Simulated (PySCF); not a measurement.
**Vertical excitation energies**

Species: CHO (charge +1).
Numbering: `[CH:1]#[O+:2]` (hydrogens: H3 on C1)

Computed, not measured: PySCF, TDDFT wB97X-D/def2-SVPD, vertical, gas phase, core orbitals frozen in the response. Isolated species at its GFN2-xTB geometry, gas phase.

**Question.** List the vertical singlet excitations with oscillator strengths and describe the spectrum.

**Answer.** 

| state | E (eV) | E (hartree) | f | symmetry | main configurations (H = HOMO, L = LUMO) |
| --- | --- | --- | --- | --- | --- |
| S1 | 9.84 | 0.3615 | 0.0000 | – | H-1/H→L/L+1 (≥90%) |
| S2 | 10.25 | 0.3767 | 0.0000 | – | H-1/H→L/L+1 (98%) |
| S3 | 10.25 | 0.3767 | 0.0000 | – | H-1/H→L/L+1 (98%) |
| S4 | 11.88 | 0.4366 | 0.0023 | Π | H-2→L/L+1 (99%) |
| S5 | 11.88 | 0.4366 | 0.0023 | Π | H-2→L/L+1 (99%) |
| S6 | 14.83 | 0.5448 | 0.0004 | – | H-1/H→L+2 (≥74%), H-3→L/L+1 (≥13%) |
| S7 | 14.83 | 0.5448 | 0.0004 | – | H-1/H→L+2 (≥74%), H-3→L/L+1 (≥13%) |
| S8 | 15.14 | 0.5563 | 0.366 | Σ+ | H-1/H→L/L+1 (≥68%), H-2→L+2 (17%) |

Triplets (Tamm–Dancoff): T1 8.14 eV, H-1/H→L/L+1 (≥88%); T2 8.95 eV, H-1/H→L/L+1 (97%); T3 8.95 eV, H-1/H→L/L+1 (97%).

The lowest singlet lies at 9.84 eV (126 nm, vacuum ultraviolet) and is dark (f under 0.0005); its leading configuration is HOMO-1/HOMO→LUMO/LUMO+1 (≥90%). The strongest level in the table is S8 at 15.14 eV (82 nm, f = 0.366). It is the last of those listed, so stronger ones may follow. S2/S3, S4/S5 and S6/S7 lie within about 0.01 eV of each other in each set; the point group C∞v has degenerate representations, and within a degenerate level the listed configurations can mix freely. Löwdin shares by element: HOMO (one of a set within 0.03 eV) oxygen 66%, carbon 32%; LUMO (one of a set within 0.03 eV) carbon 55%, oxygen 37%, hydrogen 8%. Weighted by f, the mean energy of these states is 15.10 eV. The oscillator strengths of these states sum to 0.372; summed over the whole spectrum of an exact calculation they would give the number of electrons, 14 (Thomas–Reiche–Kuhn). Orbital energies (eV): HOMO-3 -29.05, HOMO-2 -26.23, HOMO-1 -25.09, HOMO -25.09, LUMO -8.03, LUMO+1 -8.03, LUMO+2 -4.45. Symmetry labels in C∞v follow from the direction of the transition dipole and are given only for states with f of 0.002 or more. Orbitals of the list HOMO-3 to LUMO+2 that lie within 0.01 eV of each other are written together with a slash and their weights summed (≥ marks a lower bound); for degenerate orbitals outside that list single weights are arbitrary. Only the lowest 8 singlets were computed, as vertical energies without vibronic structure.

Time: 1.8 s of wall time. Hardware: an Arm Neoverse N1 with one thread, on a shared host.
